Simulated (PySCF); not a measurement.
Trithiane, C3H6S3.
SMILES with atom numbers: `[CH2:1]1[S:2][CH2:3][S:4][CH2:5][S:6]1` (hydrogens: H7, H8 on C1; H9, H10 on C3; H11, H12 on C5)

The same species was optimised twice, with GFN2-xTB and with PBE0-D3(BJ)/def2-SVP (PySCF), and the same property calculations (PySCF, gas phase) were run on both structures.

```tsv
coordinate	GFN2-xTB	PBE0-D3(BJ)/def2-SVP	change
C1–S2 (Å)	1.816	1.809	-0.007
S2–C3 (Å)	1.816	1.810	-0.006
C5–S6 (Å)	1.816	1.810	-0.006
S4–C5 (Å)	1.816	1.810	-0.006
C1–S6 (Å)	1.816	1.810	-0.006
C3–S4 (Å)	1.816	1.810	-0.006
S2–C3–S4 (°)	114.4	116.3	+1.9
S4–C5–S6 (°)	114.5	116.3	+1.8
S2–C1–S6 (°)	114.5	116.2	+1.7
C1–S6–C5 (°)	98.1	98.5	+0.4
C3–S4–C5 (°)	98.2	98.5	+0.3
C1–S2–C3 (°)	98.2	98.5	+0.3
```

Rotational constants: A = 2218, B = 2215, C = 1214 MHz (GFN2-xTB) against A = 2209, B = 2208, C = 1202 MHz (PBE0-D3(BJ)/def2-SVP). Point groups within 0.08 Å: C3v and C3v.

On the GFN2-xTB structure: HOMO (eV) -6.59 [PBE0/pcSseg-1]; LUMO (eV) 0.20 [PBE0/pcSseg-1]; dipole (D) 2.38 [PBE0/pcSseg-1]; GIAO shielding of C1/C3/C5 (mean) (ppm) 137.4 [PBE0/pcSseg-1]; GIAO shielding of S2/S4/S6 (mean) (ppm) 471.0 [PBE0/pcSseg-1].

Task: What do these properties become on the PBE0-D3(BJ)/def2-SVP structure?

Result: 
| property | level | on GFN2-xTB | on PBE0-D3(BJ)/def2-SVP | change |
| --- | --- | --- | --- | --- |
| HOMO (eV) | PBE0/pcSseg-1 | -6.59 | -6.66 | -0.07 |
| LUMO (eV) | PBE0/pcSseg-1 | 0.20 | 0.17 | -0.03 |
| dipole (D) | PBE0/pcSseg-1 | 2.38 | 2.30 | -0.08 |
| energy, GFN2-xTB geometry as zero (kcal/mol) | PBE0/pcSseg-1 | 0.0 | -0.8 | -0.8 |
| GIAO shielding of C1/C3/C5 (mean) (ppm) | PBE0/pcSseg-1 | 137.4 | 140.0 | +2.6 |
| GIAO shielding of S2/S4/S6 (mean) (ppm) | PBE0/pcSseg-1 | 471.0 | 484.1 | +13.1 |

The heavy atoms differ by 0.018 Å rms after alignment. Among bonds between heavy atoms C1–S2, C1–S6, S2–C3, C3–S4, S4–C5 and C5–S6 change most and about equally (-0.007 to -0.006 Å). Changes are differences of the printed values. Neither structure is proved a minimum here.
